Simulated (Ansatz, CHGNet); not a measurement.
## Equilibrium lattice constant a of rock-salt ZrC: levels of theory against measurement

Reference value: 4.696 Å (measured, temperature not stated, not corrected to a static lattice; as tabulated in Zhang et al. (2018), doi:10.1088/1367-2630/aac7f0).

```csv
level (code),value (Å),difference (%)
CHGNet-r²SCAN,4.712,+0.34
PBE (Ansatz),4.709,+0.28
PBE-D4 (Ansatz),4.685,-0.23
r²SCAN+rVV10 (Ansatz),4.703,+0.15
HSE06-D3(BJ) (Ansatz),4.644,-1.11
```

The reference's temperature isn't stated, so close values are not ranked against it.

The measured value isn't corrected to a static lattice, so vibrations enter the comparison. A static lattice is as a rule a little smaller than the measured one.  Cutoffs and k meshes differ between the levels. Ansatz's density-functional and Hartree–Fock values are scalar-relativistic unless marked +SOC, with PAW data made under PBE.

Machine-learned potentials (CHGNet-r²SCAN) are trained on DFT data: a solid inside that data is no test of them.

Differences are worked out from the printed values.

Ansatz is a quantum-chemistry and plane-wave program.
